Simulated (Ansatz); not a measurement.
Two structures of SiPH7S, singlet, reached by relaxing down either side of one saddle point (PBE0-D4/def2-TZVP). Energies are electronic, without zero-point energy. Ansatz 0.2.0; basis: def2-TZVPP and def2-QZVPP; cores frozen in the correlated methods. Extrapolation: Hartree–Fock as exp(−7.88 √X), correlation as X^−2.97. First:

Si1  (-0.912, 1.476, -0.480)
S2  (0.248, 1.312, 1.313)
H3  (-0.185, 0.936, -1.656)
H4  (-1.257, 2.898, -0.743)
H5  (-2.142, 0.693, -0.224)
H6  (0.543, -2.260, 1.412)
P7  (0.297, -2.078, 0.028)
H8  (1.225, 2.131, 0.886)
H9  (1.626, -1.668, -0.246)
H10  (0.555, -3.440, -0.289)
(Å)

Second:

Si1  (-0.522, 0.341, -1.151)
S2  (0.512, 0.405, 2.680)
H3  (-0.896, 0.615, -2.564)
H4  (0.727, 1.088, -0.842)
H5  (-1.608, 0.845, -0.270)
H6  (1.436, 1.072, 1.973)
P7  (-0.356, -1.889, -0.891)
H8  (-0.453, 1.272, 2.338)
H9  (0.853, -1.972, -1.633)
H10  (0.307, -1.777, 0.360)
(Å)

Problem. Which bonds change from the first to the second?

Solution. SiH₄S ([SiH3][SH]) + PH₃ → SiPH₅ ([SiH3][PH2]) + H₂S; bonds formed: Si1–P7, S2–H6; bonds broken: Si1–S2, H6–P7.

Problem. Give the saddle point's structure and its height above each. (To be estimated.)

Solution. By the calculation: 2.705 eV above the first and 2.334 eV above the second (CCSD(T) at an estimated basis limit (MP2 extrapolated from triple and quadruple zeta, plus CCSD(T) − MP2 in triple zeta)).
```xyz
10
angstrom
Si -0.7133 0.7469 -0.5706
S 0.1483 0.8628 1.7162
H -0.1968 0.4949 -1.9513
H -0.6775 2.2452 -0.5528
H -2.1106 0.3372 -0.3149
H 0.2800 -0.4357 0.9066
P 0.0988 -1.6924 -0.5015
H 1.3591 1.2443 1.2764
H 1.4771 -1.4592 -0.7540
H 0.3347 -2.3439 0.7459
```

No T1 diagnostic of these runs exceeds 0.015.

Labels in which every atom is bracketed show which atoms are joined, not bond orders.

For scale, one of the runs: CCSD(T)/def2-TZVPP, 224 basis functions, launched by `ansatz run in.yaml --threads 4 --pin off --events-out ev --progress --plain --max-ram 9574MiB`. Hardware: 4 CPU threads of an Arm Neoverse V1, shared host. Wall time 53 s; peak host memory 3.2 GiB.
